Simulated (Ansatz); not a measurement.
## How far a parabola holds: energy against volume of rock-salt TiC

Rock-salt TiC, treated with PBEsol (Ansatz, a program for electronic structure, plane waves, PAW). Run with plane-wave cutoff 520 eV, 22×22×22 k mesh, Fermi–Dirac smearing 0.05 eV, no spin polarisation, scalar-relativistic PAW data made under PBE. The cell has no free parameter but its volume, all volumes share cutoff and mesh, and the runs aren't spin-polarised. Energies are free energies at the run's smearing, counted from the lowest row; static lattice.

| V (Å³/atom) | E (meV/atom) |
|---|---|
| 9.296 | ? |
| 9.494 | 14.20 |
| 9.692 | 3.45 |
| 9.890 | 0.00 |
| 10.088 | 3.17 |
| 10.285 | 12.32 |

Taking a parabola for E over the 5 complete rows: With u = V - 9.89, the rows have u = -0.39600, -0.19800, 0.00000, 0.19800, 0.39500. Least squares gives E = -0.009 - 1.974·u + 84.818·u². Residuals (row less fit): 0.126, -0.257, 0.009, 0.245, -0.125; standard error 0.281 (degrees of freedom: 2). The fitted curve has its minimum at V = 9.90, where E = -0.02. Its curvature is d²E/dV² = 2 × 84.818 meV/Å⁶, so B = V0·d²E/dV² × 0.1602 = 269 GPa.

**Question.** Estimate the missing E (V = 9.296); what did the run itself give?

**Answer.** u = -0.59400, so E = -0.009 - 1.974 × (-0.59400) + 84.818 × (-0.59400)² = 31.090 meV/atom. The calculation gives 33.04 meV/atom, 1.950 meV/atom above the prediction (5.9 % of the range of E in the table). The row lies outside the fitted rows, so this is an extrapolation. From the scatter of the fitted rows alone, a prediction at this place has a standard error of 0.665 meV/atom, so the miss is 2.9 times that.

The residuals are curvature that a parabola lacks, not noise. A solid that stiffens under compression and softens on expansion lies above the parabola at the compressed end and under it at the expanded end, as this row does. A third-order Birch-Murnaghan fit to the whole scan has B0 = 267 GPa. Only scans are tabulated whose curvature falls smoothly with volume, and where the parabola meets the shown rows within 5 % of their range and misses the end by 0.1 meV or more.

Measured, for comparison: bulk modulus 240 GPa (temperature not stated, not corrected to a static lattice, sources range from 235 to 268; as tabulated in Krasnenko and Brik (2013), arXiv:1306.3139). Computed less measured: bulk modulus +11 % (inside the range of the sources held).
